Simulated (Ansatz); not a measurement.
Geometry optimisation, RKS PBE0-D4/def2-TZVP in Ansatz 0.2.0.

The input (input.yaml):

```yaml
crystal:
  periodic: [false, false, false]
  atoms:
    - { symbol: B, position_ang: [0.0, 0.0, 0.0] }
    - { symbol: F, position_ang: [0.8785, 0.0, 1.2404] }
    - { symbol: H, position_ang: [1.3883, 0.0, 0.0683] }
    - { symbol: H, position_ang: [-1.0305, 0.0, -0.595] }
basis:
  gaussian: { orbitals: def2-TZVP }
hamiltonian:
  xc: pbe0
  dispersion: d4
relax:
  f_tol: 0.15
  max_steps: 25
  restrain:
    - { distance: [1, 2], at: 2.12, k: 30.0 }
    - { distance: [0, 1], at: 1.32, k: 30.0 }
    - { distance: [0, 2], at: 1.19, k: 30.0 }
```

Launched with:

```bash
$ ansatz run input.yaml --threads 1 --pin off --max-ram 2048MiB --backend cpu --events-out ev --progress --plain --runs-dir out
```

Task: Where does it end, and by what steps?

Result: It converged. The restraints hold the end off the free minimum. After 4 steps the energy has fallen by 4.975 eV (the restraints' own energy left out); F2 moved furthest, 0.54 Å.

```csv
step,energy less start (eV),largest force component (eV/Å),accepted
0,0.0000,6.728,yes
1,-2.6267,5.023,yes
2,-4.4653,3.001,yes
3,-4.9720,0.244,yes
4,-4.9748,0.212,yes
```

```xyz
4
Properties=species:S:1:pos:R:3
B 0.303 0.000 0.121
F 0.372 0.000 1.434
H 1.343 0.000 -0.459
H -0.782 0.000 -0.381
```

Run time: 5.5 s on 1 thread of Arm Neoverse V1, on a shared host, peak memory 0.1 GiB.
